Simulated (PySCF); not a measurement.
Partial charges of `CN1CCCC1`

Species: C₅H₁₁N.
Numbering: `[CH3:1][N:2]1[CH2:3][CH2:4][CH2:5][CH2:6]1` (hydrogens: H7, H8, H9 on C1; H10, H11 on C3; H12, H13 on C4; H14, H15 on C5; H16, H17 on C6)

Cartesian coordinates in Å at the GFN2-xTB level; atoms count from 1:
```
atom  x, y, z in Å
C1     2.0773   -0.0871    0.2753
N2     0.6530   -0.0351    0.4804
C3    -0.0689   -1.1448   -0.1148
C4    -1.5365   -0.7016   -0.0976
C5    -1.4740    0.8305    0.0453
C6     0.0168    1.1522   -0.0561
H7     2.3554   -0.0752   -0.7926
H8     2.5397    0.7698    0.7636
H9     2.4678   -0.9988    0.7258
H10    0.1061   -2.0533    0.4646
H11    0.2632   -1.3280   -1.1531
H12   -2.0467   -1.0041   -1.0110
H13   -2.0637   -1.1449    0.7453
H14   -2.0508    1.3436   -0.7225
H15   -1.8528    1.1350    1.0198
H16    0.3036    2.0285    0.5277
H17    0.3034    1.3254   -1.1100
```

Density: PBE0/pcSseg-1 (PySCF); schemes: Mulliken, IAO, Hirshfeld and ESP-fitted. The structure is a single GFN2-xTB conformer in the gas phase; no vibrational or solvent corrections.

Q: Give the atomic charges in each scheme.

A: In e; atoms taken as equivalent share a row and are averaged (×n: the atom named and its like, n in all):

```csv
atom,environment,Mulliken,IAO,Hirshfeld,ESP-fitted
C1,N-methyl carbon,-0.082,-0.304,-0.075,-0.580
N2,tertiary amine nitrogen,-0.617,-0.255,-0.102,-0.186
C3/C6,sp3 carbon bound to nitrogen,-0.015,-0.153,-0.030,-0.036
C4/C5,ring CH2 carbon,-0.226,-0.267,-0.071,-0.133
H7/H8/H9,methyl hydrogen,+0.100,+0.129,+0.036,+0.186
H10/H11/H16/H17,methylene hydrogen,+0.100,+0.114,+0.029,+0.072
H12/H13/H14/H15,methylene hydrogen,+0.120,+0.138,+0.038,+0.065
```

Mean size of the charges over all atoms: IAO 0.164 e, Mulliken 0.139 e, ESP-fitted 0.130 e, Hirshfeld 0.044 e. Each set sums to the total charge, 0, to within 0.001 e. The Mulliken scheme gives each basis function's population to the atom it is centred on and halves the overlap population of two atoms between them. The Hirshfeld scheme weights the molecular density at each point by an atom's share of the summed free-atom densities.

Some averages cover members that differ in this geometry: C4/C5, ESP-fitted -0.161 to -0.106; H10/H11/H16/H17, IAO +0.090 to +0.138; H7/H8/H9, ESP-fitted +0.155 to +0.201; H7/H8/H9, IAO +0.099 to +0.144 e.

Lowest charge. The schemes don't all agree: Mulliken N2 (-0.617); IAO C1 (-0.304); Hirshfeld N2 (-0.102); ESP-fitted C1 (-0.580).

Highest charge. The schemes don't all agree: Mulliken H12/H13/H14/H15 (+0.120); IAO H12/H13/H14/H15 (+0.138); Hirshfeld H12/H13/H14/H15 (+0.038); ESP-fitted H7/H8/H9 (+0.186).

Q: Sum the charges by element, for elements with more than one atom.

A: 
| element | atoms | Mulliken | IAO | Hirshfeld | ESP-fitted |
| --- | --- | --- | --- | --- | --- |
| C | 5 | -0.563 | -1.143 | -0.275 | -0.918 |
| H | 11 | +1.180 | +1.397 | +0.378 | +1.104 |

Q: How many electrons does the Mulliken scheme count on C4?

A: Its own charge is -0.237 e, so Z − q = 6.237.

Q: How closely do the schemes follow one another over all atoms?

A: Correlation coefficient and root-mean-square difference: IAO with Hirshfeld 0.98, 0.128 e; Mulliken with Hirshfeld 0.90, 0.148 e; IAO with ESP-fitted 0.83, 0.104 e; Hirshfeld with ESP-fitted 0.81, 0.143 e; Mulliken with IAO 0.80, 0.116 e; Mulliken with ESP-fitted 0.58, 0.170 e.

The run behind these numbers computed NMR shieldings as well. Hardware: one thread of an Arm Neoverse V2, no GPU, shared host. Cost: 18 s.
